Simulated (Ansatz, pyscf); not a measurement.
`[SiH][Cl]` [singlet] + `[NH3]` → `[NH2][SiH2][Cl]`, an insertion on the singlet surface: H–N broken, N–Si, H–Si formed. Single points on ωB97X-D3(BJ)/def2-SVP structures (PySCF, gas phase). Wave-function energies: Ansatz (a program for electronic structure), frozen core, RHF or UHF references. In kcal/mol, from the separated reactants.

```
level                   barrier  reaction energy
----------------------  -------  ---------------
PBE/def2-TZVP              5.62           -58.18
B3LYP-D3(BJ)/def2-TZVP    12.00           -60.41
CCSD(T)/cc-pV(D+d)Z       18.63           -55.93
CCSDT(Q)/cc-pV(D+d)Z          ?                ?
CCSD(T)/cc-pV(T+d)Z       14.87           -60.29
CCSD(T)/cc-pV(Q+d)Z           ?           -61.98
```

Question: Fill in the missing entries.

Answer: 
- CCSDT(Q)/cc-pV(D+d)Z, barrier: 18.25
- CCSDT(Q)/cc-pV(D+d)Z, reaction energy: -55.76
- CCSD(T)/cc-pV(Q+d)Z, barrier: 13.70

In cc-pV(D+d)Z, going from CCSD(T) to CCSDT(Q) shifts the barrier by -0.38 and the reaction energy by +0.17 kcal/mol. With HF in the quadruple-zeta basis and the correlation energy extrapolated as X⁻³ from X = 3, 4, CCSD(T) gives 12.96 and -62.95; adding the double-zeta shift gives ΔE‡ = 12.58 and ΔE = -62.79 kcal/mol, without core correlation, relativity or geometry relaxation at these levels. On the reactant side the descent ends in an adduct with a N–Si contact, 29.56 kcal/mol under the separated species and 41.58 kcal/mol under the saddle at ωB97X-D3(BJ)/def2-TZVP. What is counted as formed (N–Si) is already present as a longer contact in the reactant adduct; forming that adduct is a step of its own. At ωB97X-D3(BJ) the barrier from the zero used here is 12.02 kcal/mol. The same reactants have a lower exit, to H₂N–SiH: [singlet] + HCl (barrier +4.98 kcal/mol at ωB97M-D3(BJ), against +14.37 kcal/mol here). One saddle was located; it need not be the lowest between these sides. The CCSD(T) − MP2 part came from Ansatz, without density fitting, on the same reference.
